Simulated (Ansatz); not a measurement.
# PS₂+ (triplet): wave-function methods side by side, cc-pVDZ

The task here is to estimate one member of a computed series from the others.

The runs use Ansatz 0.2.0, Gaussian basis; cc-pVDZ, core rule «outside noble gas», up to 15 orbitals frozen.

To be run: UHF; CCSD(T) on ROHF; CCSD(T) on UHF; BCCD(T) on ROHF; CISD as a restricted active space (open shells left free, so some higher excitations enter); CCSDT(Q) on ROHF; CCSDT(Q) on UHF; CASSCF and MRCISD+Q, 12 electrons in 10 orbitals; CASSCF and NEVPT2, 12 electrons in 10 orbitals.

18 further runs of the same task are left out: 5 that didn't finish, 13 set aside as unsound or not needed. Runs told in other sessions of the task aren't counted.

**The geometry**

The geometry is a PBE0/def2-TZVP stationary point (not a proven minimum) of the parent state, kept for this charge and spin.

3 atoms, charge 1, spin multiplicity 3.

Atoms are counted from 1 here; the program's logs count them from 0.

Bond lengths: S1–P2 1.911 Å, P2–S3 1.911 Å. Angles: S1–P2–S3 132.6°.

Geometry (Å):

```xyz
3

S     0.0000   -0.2500    1.7504
P     0.0000    0.5177    0.0000
S     0.0000   -0.2500   -1.7504
```

Set-up of the first run:

Input file in.yaml:

```yaml
crystal:
  periodic: [false, false, false]
  atoms:
    - {symbol: S, position_ang: [0.000000, -0.250020, 1.750402]}
    - {symbol: P, position_ang: [0.000000, 0.517658, 0.000000]}
    - {symbol: S, position_ang: [0.000000, -0.250020, -1.750402]}
basis:
  gaussian: {orbitals: cc-pVDZ}
total_charge: 1
magnetization: {spin_polarized: true, initial_magnetization: 2}
hamiltonian: {xc: hf}
output: {orbitals: {seedname: orbitals}}
```

On the command line:

```
$ ansatz run in.yaml --threads 1 --pin off --events-out ev --progress --plain --max-ram 2393MiB
```

Steps of the session up to this table: UHF; CCSD(T) on ROHF; CCSD(T) on UHF; BCCD(T) on ROHF; CISD as a restricted active space (open shells left free, so some higher excitations enter); CCSDT(Q) on ROHF; CCSDT(Q) on UHF; CASSCF and MRCISD+Q, 12 electrons in 10 orbitals; CASSCF and NEVPT2, 12 electrons in 10 orbitals.

One of the session's tables, all rows but one given; the rest of the session is left out.

```
          method  from UCCSDT(Q) (kcal/mol)
            ROHF                    +250.58
             UHF                    +243.46
            RMP2                     +39.61
            UMP2                     +40.56
            CISD                     +45.78
           RCCSD                     +14.56
           UCCSD                     +14.29
        RCCSD(T)                      +2.70
        UCCSD(T)                          ?
         BCCD(T)                      +2.63
          RCCSDT                      +1.46
          UCCSDT                      +1.42
       RCCSDT(Q)                      +0.13
       UCCSDT(Q)                          0
  CASSCF valence                    +192.52
  NEVPT2 valence                     +35.46
  MRCISD valence                     +23.75
MRCISD+Q valence                      +2.51
```

**Question.** Estimate the row for UCCSD(T).

The run gave: from UCCSDT(Q) (kcal/mol): +2.80. In the column «from UCCSDT(Q) (kcal/mol)» it lies between RCCSD(T) (+2.70) and UCCSD (+14.29).

To keep in mind: Restricted and unrestricted rows rest on different reference determinants; a gap between their highest levels can come from leftover correlation error, from unlike frozen cores or from another state.
